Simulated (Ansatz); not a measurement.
Computed with DFT, r2SCAN, plane waves (500 eV) with PAW, scalar-relativistic (Ansatz 0.2.0). The PAW files were generated under PBE, with cores re-solved for the functional.

An element in the bcc structure gives this curve. The cell is scaled uniformly from the relaxed one, with fractional coordinates and shape fixed. Energies are extrapolated to zero smearing, pressures are those at the given smearing. Magnetic state: spin not included.

| V (Å³/atom) | E − E₀ (meV/atom) | P (GPa) |
| --- | --- | --- |
| 18.478 | 15.0 | 2.09 |
| 19.318 | 6.3 | 1.28 |
| 20.157 | 1.5 | 0.60 |
| 20.997 | 0.0 | 0.02 |
| 21.837 | 1.3 | -0.46 |
| 22.677 | 4.8 | -0.86 |
| 23.517 | 10.4 | -1.21 |

(1) Which element is it?
A. gallium
B. lithium
C. magnesium
D. hafnium

## Answers

(1) B. Its fit is V₀ = 21.01 Å³/atom, B₀ = 13.1 GPa, B₀′ = 3.3.
